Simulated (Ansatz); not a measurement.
**[CH3···H···H], doublet: transfer scan**

Starting geometry:

```yaml
atoms:
  - { symbol: C, position_ang: [-0.1377, 0.0000, 0.0000] }
  - { symbol: H, position_ang: [-0.5009, 1.0273, 0.0000] }
  - { symbol: H, position_ang: [-0.5009, -0.5137, 0.8897] }
  - { symbol: H, position_ang: [-0.5009, -0.5137, -0.8897] }
  - { symbol: H, position_ang: [0.9519, 0.0000, 0.0000] }
  - { symbol: H, position_ang: [2.1913, 0.0000, 0.0000] }
```

From there H5 is moved from one fragment to the other while all else, the fragments' distance too, stays fixed; atoms are numbered as listed. Energies are in eV, counted from the starting geometry at the same level. Kohn–Sham curves are unrestricted where that lies lower.

Basis cc-pVTZ; Ansatz 0.2.0. Only valence electrons are correlated (noble-gas cores frozen). Prefix R: restricted or restricted open-shell reference; prefix U: unrestricted.

Full CI isn't at hand for all of this; UCCSDT(Q) serves as the reference, and is uncertain by about the last step of the cluster series. The frozen core follows each run's orbitals, which can shift R against U totals by a few meV.

| distance C1-H5 (Å) | UCCSDT(Q) | curve A | curve B | curve C | curve D |
| --- | --- | --- | --- | --- | --- |
| 1.090 | 0.000 | 0.000 | 0.000 | 0.000 | 0.000 |
| 1.160 | 0.049 | 0.026 | 0.107 | 0.075 | 0.079 |
| 1.301 | 0.277 | 0.218 | 0.432 | 0.342 | 0.395 |
| 1.443 | 0.386 | 0.341 | 0.520 | 0.511 | 0.554 |
| 1.584 | 0.412 | 0.435 | 0.427 | 0.547 | 0.556 |

Q: The curves come from PBE0, RMP2, UHF, UMP2. Compare each with UCCSDT(Q) and say which is which.

A: A: PBE0, B: UHF, C: RMP2, D: UMP2. Spread of the error against UCCSDT(Q), over the points where both stand: A 0.081, B 0.154, C 0.135, D 0.168 eV.
